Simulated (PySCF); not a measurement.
# SiN⁻ from Hartree–Fock to correlated methods

State: ¹Σ⁺ (singlet), closed shell. Set-up: PySCF, no relativity, basis sets Si def2-TZVPPD, N def2-TZVPPD. De refers to Si⁻ + N in their high-spin ground configurations, without counterpoise correction. A positive dipole points towards N; it is taken about the centre of mass and depends on that origin.

```csv
Level,Re (Å),ωe (cm⁻¹),De (eV),μ (D),"CPU s a point (SCF and correlation, without the integrals)"
RHF,1.549,1339,n/a,-3.17,1.2
RHF-MP2,1.626,1017,n/a,n/a,1.6
RHF-SCS-MP2,1.619,1049,n/a,n/a,n/a
RHF-CCSD,1.588,1185,n/a,n/a,n/a
RHF-CCSD(T),1.603,1127,n/a,n/a,8.7
PBE,1.599,1139,6.73,-2.26,1.1
PBEsol,1.594,1151,6.95,-2.27,0.81
BLYP,1.600,1130,n/a,-2.38,0.79
BP86,1.599,1137,6.83,-2.30,0.78
r²SCAN,1.586,1184,6.00,-2.35,2.4
PBE0,1.578,1212,5.96,-2.56,3.1
BHandHLYP,1.561,1270,n/a,-2.93,1.3
CAM-B3LYP,1.567,1245,n/a,-2.89,2.8
B2PLYP,1.600,1112,n/a,-2.98,1.7
```

The bond length runs from 1.549 Å (RHF) to 1.626 Å (RHF-MP2). De spans 5.96 eV (PBE0, global hybrid GGA) to 6.95 eV (PBEsol, GGA).

Correlated steps freeze 6 core orbitals. For an ion De counts to the pair picked by the measured ionisation energies or electron affinities, which need not be the lowest pair at this level. The highest Kohn–Sham level is positive in this anion. Much of that is self-interaction error, but it also means that the finite basis helps to hold the extra electron. B2PLYP dipoles, levels and charges come from its SCF part alone. The CCSD T1 diagnostic is raised, a sign that a single reference may not be enough here.

The whole job (state search and all levels along the bond) took about 3.1 min on 2 threads of Intel Xeon Platinum 8259CL @ 2.50GHz (shared host), peak memory 1.6 GiB.
